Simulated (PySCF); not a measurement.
Computed with r2SCAN-D4/def2-TZVP (PySCF). Gas-phase values, no solvent. 

Reference species (SMILES): `[SH]` (neutral, multiplicity 2).

| Item | Result |
|---|---|
| highest occupied spin orbital | -6.40 eV |

Changed species: `F[SiH]F` (radical fragment; the reference has radical fragment).

### Question
Predict the effect on the highest occupied spin orbital.

### Answer
the highest occupied spin orbital increases by 0.32 eV, to -6.08 eV.
